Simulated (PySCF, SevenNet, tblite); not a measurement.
# Cohesive energy of zinc-blende BP: levels of theory against measurement

Reference value: 5.14 eV/atom (measured, static lattice: zero-point vibration energy added, our sources range from 5.14 to 5.20; as tabulated in Mejia-Rodriguez and Trickey (2018), arXiv:1807.09216).

| level (code) | value (eV/atom) | cell (Å³/atom) |
|---|---|---|
| GFN1-xTB (tblite) | 6.20 | 11.96 |
| GFN2-xTB (tblite) | 6.18 | 11.90 |
| SevenNet-0 | 5.26 | 11.64 |
| SevenNet-l3i5 | 5.00 | 11.74 |
| Hartree–Fock (PySCF) | ___ | 12.04 |
| MP2 (PySCF) | ___ | 11.38 |

### Question
Some entries are withheld; supply them.

### Answer

- Hartree–Fock (PySCF), value (eV/atom): 3.48 ± 0.1
- MP2 (PySCF), value (eV/atom): 5.75 ± 0.1

Errors against the reference: GFN1-xTB +1.06 eV/atom, GFN2-xTB +1.04 eV/atom, SevenNet-0 +0.12 eV/atom, SevenNet-l3i5 -0.14 eV/atom, Hartree–Fock -1.66 eV/atom, MP2 +0.61 eV/atom.

Leaving aside GFN1-xTB (doubt noted below), GFN2-xTB (doubt noted below), SevenNet-0 (doubt noted below), SevenNet-l3i5 (doubt noted below): Closest of the ranked levels: MP2 (+0.61 eV/atom). Among them Hartree–Fock (-1.66 eV/atom) misses by most. No ranked level lands within 0.5 eV/atom.

A ± on a computed value is a rough bar: the spread of its extrapolation, a floor set from checks against published values, or a statistical error. GFN1-xTB, GFN2-xTB: the free atoms are run in the same model without spin. GFN1-xTB, GFN2-xTB: the method was fitted mainly to molecules. GFN1-xTB, GFN2-xTB: the run uses a supercell at the zone centre in place of a k mesh. SevenNet-0, SevenNet-l3i5: free atoms can lie outside what these potentials were trained on. Each level is taken at its own relaxed cell.

Machine-learned potentials (SevenNet-0, SevenNet-l3i5) are trained on DFT data: a solid inside that data is no test of them.

Differences are worked out from the printed values.
